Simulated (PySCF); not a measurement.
A PySCF script (with the pyscf-properties extension) for the NMR shieldings of `S=B`, BHS, on a GFN2-xTB geometry:

```python
import basis_set_exchange as bse
import numpy as np
from pyscf import gto, dft
from pyscf.prop import nmr

atoms = """
B    -0.142977    0.096103   -0.003472
S     1.424012   -0.185438   -0.011080
H    -1.269554    0.298690    0.001998
"""
names = dict.fromkeys(["B", "S", "H"], "pcSseg-1")
basis = {el: gto.basis.parse(bse.get_basis(n, elements=[el], fmt="nwchem")) for el, n in names.items()}
mol = gto.M(atom=atoms, basis=basis, charge=0, verbose=0)
mf = dft.RKS(mol, xc="PBE0")
mf.grids.level = 2
mf.grids.alignment = dft.numint.BLKSIZE   # the property module wants whole blocks of grid points
mf.conv_tol = 1e-9
mf.kernel()

calc = nmr.RKS(mf)   # GIAO
C = mf.mo_coeff
Co = C[:, mf.mo_occ > 0]
resp = mf.gen_response(singlet=True, hermi=2)
def vind(x):   # induced exchange potential for any number of trial vectors
    d = np.einsum("pi,xij,qj->xpq", C, 2 * x.reshape(-1, C.shape[1], Co.shape[1]), Co, optimize=True)
    return np.einsum("xpq,pi,qj->xij", resp(d - d.transpose(0, 2, 1)), C, Co, optimize=True).ravel()
mo1, _ = nmr.rhf.solve_mo1(calc, with_cphf=vind)
sigma = calc.kernel(mo1)
for i, s in enumerate(sigma):   # ppm
    w = np.linalg.eigvalsh((s + s.T) / 2)
    print("%2d %-2s iso %8.1f  s11 %8.1f  s22 %8.1f  s33 %8.1f" % (i, mol.atom_pure_symbol(i), w.mean(), *w))
```

**Question.** What does it print?

**Answer.** 
```
 0 B  iso     50.3  s11    -33.5  s22    -33.5  s33    218.0
 1 S  iso    467.6  s11    171.9  s22    171.9  s33   1058.8
 2 H  iso     29.7  s11     25.6  s22     25.6  s33     38.1
```

These numbers come from an equivalent density-fitted implementation of the same equations, which agrees with the script to about 0.01 ppm for H and up to a few tenths of a ppm for heavy atoms, so last digits may differ.

Size and cost of the density-fitted run: 46 basis functions, 1.6 s wall time on 1 thread of an x86-64 server CPU, shared host.
